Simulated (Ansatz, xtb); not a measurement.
## Two structures of CH7BO

We compare a, a singlet given by its coordinates, with b, `[BH3-][OH+]C`, a singlet. Both are isolated molecules in the gas phase, relaxed with PBE0-D4/def2-SVP.

a (Å):

| atom | x (Å) | y (Å) | z (Å) |
| --- | --- | --- | --- |
| C | -0.8061 | -0.2082 | 0.7635 |
| B | 0.6589 | 0.3372 | 1.1093 |
| O | 1.4811 | 0.4177 | -0.3817 |
| H | -1.3804 | -0.2780 | 1.7034 |
| H | -1.3936 | 0.4543 | 0.1011 |
| H | -0.8219 | -1.2236 | 0.3258 |
| H | 1.3838 | -0.4257 | 1.7285 |
| H | 0.7271 | 1.5016 | 1.4706 |
| H | 0.9589 | 0.9826 | -0.9685 |
| H | 1.4532 | -0.4662 | -0.7741 |

Close contacts (Å): C1–B2 1.60, B2–O3 1.70, C1–H4 1.10, C1–H5 1.11, C1–H6 1.11, B2–H7 1.22, B2–H8 1.22, O3–H9 0.97, O3–H10 0.97.

b (Å):

```xyz
10

C     0.8445   -0.5914    0.7610
B    -1.0590    0.4314   -0.6935
O     0.5224    0.0508   -0.4688
H    -1.6104   -0.6544   -0.7418
H    -1.0329    1.0463   -1.7464
H    -1.3533    1.1080    0.2854
H     1.0344    0.8624   -0.5769
H     0.2628   -1.5199    0.7847
H     0.5560    0.0376    1.6167
H     1.9187   -0.8220    0.7827
```

Quicker runs give these differences E(b) − E(a): GFN2-xTB 0.0 kcal/mol; HF/STO-3G +3.8 kcal/mol (at GFN2-xTB geometries); r2SCAN-D4/def2-SVP +16.3 kcal/mol (at GFN2-xTB geometries).

**Question.** Estimate which is lower in electronic energy at CCSD(T)/def2-TZVP, and by roughly how much.

**Answer.** The CCSD(T)/def2-TZVP calculation puts structure a lower, by 15.6 kcal/mol.

How the difference moves with the method:

```json
{"level": "GFN2-xTB", "geometry": "GFN2-xTB", "E(b) − E(a) (kcal/mol)": "0.0", "departure from the last row (kcal/mol)": "−15.6", "job, with rough time for the two": "optimisation, 0.098 s"}
{"level": "HF/STO-3G", "geometry": "GFN2-xTB", "E(b) − E(a) (kcal/mol)": "+3.8", "departure from the last row (kcal/mol)": "−11.8", "job, with rough time for the two": "single point, 0.16 s"}
{"level": "r2SCAN-D4/def2-SVP", "geometry": "GFN2-xTB", "E(b) − E(a) (kcal/mol)": "+16.3", "departure from the last row (kcal/mol)": "+0.7", "job, with rough time for the two": "single point, 2.4 s"}
{"level": "PBE0-D4/def2-SVP", "geometry": "PBE0-D4/def2-SVP", "E(b) − E(a) (kcal/mol)": "+16.5", "departure from the last row (kcal/mol)": "+0.9", "job, with rough time for the two": "optimisation, 19 s"}
{"level": "HF/def2-TZVP", "geometry": "PBE0-D4/def2-SVP", "E(b) − E(a) (kcal/mol)": "+13.1", "departure from the last row (kcal/mol)": "−2.5", "job, with rough time for the two": "part of the CCSD(T) run"}
{"level": "MP2/def2-TZVP", "geometry": "PBE0-D4/def2-SVP", "E(b) − E(a) (kcal/mol)": "+17.0", "departure from the last row (kcal/mol)": "+1.4", "job, with rough time for the two": "part of the CCSD(T) run"}
{"level": "CCSD(T)/def2-TZVP", "geometry": "PBE0-D4/def2-SVP", "E(b) − E(a) (kcal/mol)": "+15.6", "departure from the last row (kcal/mol)": "", "job, with rough time for the two": "single point, 30 s"}
```

GFN2-xTB finds them nearly level. The largest departure from CCSD(T)/def2-TZVP is that of GFN2-xTB, 15.6 kcal/mol.

With harmonic frequencies from PBE0-D4/def2-SVP (ideal gas, rigid rotor, one conformer each, 298.15 K, 1 atm): on the last row, ΔE + ΔZPE = +15.8, ΔH = +15.6, ΔG = +15.9 kcal/mol.

The correlated steps freeze 3 core orbitals. Mirror images aren't counted in ΔG. Codes used: Ansatz 0.2.0, xtb 6.7.1; the last row on 2 threads of Arm Neoverse V1 on a shared host.
